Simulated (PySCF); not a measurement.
**Energy of Si (silicon, neutral) between two integer charges**

The 3p alpha orbital of [Ne] 3s2 3p2 is emptied in steps (occupation f), with all orbitals relaxed, ending at [Ne] 3s2 3p1. All numbers are calculated (PySCF 2.14, no relativity, point nucleus, in def2-TZVPPD (6s5p4d1f, 48 functions)). The exact energy is a straight line in f; departures are measured from the line between the end points of the same method.

```json
{"f": "1", "UHF (eV)": "0.000", "LDA (eV)": "0.000", "PBE (eV)": "0.000", "PBE0 (eV)": "0.000", "r2SCAN (eV)": "0.000", "LC-wPBE (eV)": "0.000", "BHandHLYP (eV)": "0.000", "wB97X (eV)": "0.000", "BLYP (eV)": "0.000", "HSE06 (eV)": "0.000"}
{"f": "0.9", "UHF (eV)": "0.050", "LDA (eV)": "-0.333", "PBE (eV)": "-0.327", "PBE0 (eV)": "-0.235", "r2SCAN (eV)": "-0.307", "LC-wPBE (eV)": "-0.009", "BHandHLYP (eV)": "-0.147", "wB97X (eV)": "-0.031", "BLYP (eV)": "-0.331", "HSE06 (eV)": "-0.270"}
{"f": "0.7", "UHF (eV)": "0.113", "LDA (eV)": "-0.783", "PBE (eV)": "-0.766", "PBE0 (eV)": "-0.548", "r2SCAN (eV)": "-0.714", "LC-wPBE (eV)": "-0.019", "BHandHLYP (eV)": "-0.342", "wB97X (eV)": "-0.071", "BLYP (eV)": "-0.775", "HSE06 (eV)": "-0.630"}
{"f": "0.5", "UHF (eV)": "0.131", "LDA (eV)": "-0.938", "PBE (eV)": "-0.913", "PBE0 (eV)": "-0.651", "r2SCAN (eV)": "-0.844", "LC-wPBE (eV)": "-0.019", "BHandHLYP (eV)": "-0.408", "wB97X (eV)": "-0.081", "BLYP (eV)": "-0.926", "HSE06 (eV)": "-0.749"}
{"f": "0.3", "UHF (eV)": "0.108", "LDA (eV)": "-0.791", "PBE (eV)": "-0.766", "PBE0 (eV)": "-0.544", "r2SCAN (eV)": "-0.699", "LC-wPBE (eV)": "-0.012", "BHandHLYP (eV)": "-0.342", "wB97X (eV)": "-0.065", "BLYP (eV)": "-0.779", "HSE06 (eV)": "-0.626"}
{"f": "0.1", "UHF (eV)": "0.045", "LDA (eV)": "-0.340", "PBE (eV)": "-0.327", "PBE0 (eV)": "-0.231", "r2SCAN (eV)": "-0.293", "LC-wPBE (eV)": "-0.003", "BHandHLYP (eV)": "-0.146", "wB97X (eV)": "-0.027", "BLYP (eV)": "-0.333", "HSE06 (eV)": "-0.267"}
{"f": "0", "UHF (eV)": "0.000", "LDA (eV)": "0.000", "PBE (eV)": "0.000", "PBE0 (eV)": "0.000", "r2SCAN (eV)": "0.000", "LC-wPBE (eV)": "0.000", "BHandHLYP (eV)": "0.000", "wB97X (eV)": "0.000", "BLYP (eV)": "0.000", "HSE06 (eV)": "0.000"}
```

For LC-wPBE, how does the orbital energy at f = 1 compare with the removal energy?

−ε = 8.204 eV against a total-energy difference of 8.306 eV. By Janak's theorem ε = ∂E/∂f, so the gap between them reflects the curvature. Along the path −ε is 8.230 (f = 0.9), 8.282 (f = 0.7), 8.325 (f = 0.5), 8.351 (f = 0.3), 8.344 (f = 0.1) eV.

```tsv
method	E(f=0) − E(f=1) (eV)	−ε at f=1 (eV)	−ε at f=0.5 (eV)
UHF	7.638	8.195	7.622
LDA	8.233	4.544	8.208
PBE	8.194	4.567	8.193
PBE0	8.217	5.607	8.228
r2SCAN	8.315	4.899	8.356
LC-wPBE	8.306	8.204	8.325
BHandHLYP	7.982	6.354	7.984
wB97X	8.062	7.710	8.082
BLYP	7.941	4.277	7.930
HSE06	8.205	5.205	8.215
```

Reference removal energy between the ground levels: 8.152 eV (measured; NIST Atomic Spectra Database, ionization energies). The calculation has no spin-orbit coupling. UHF lacks correlation.
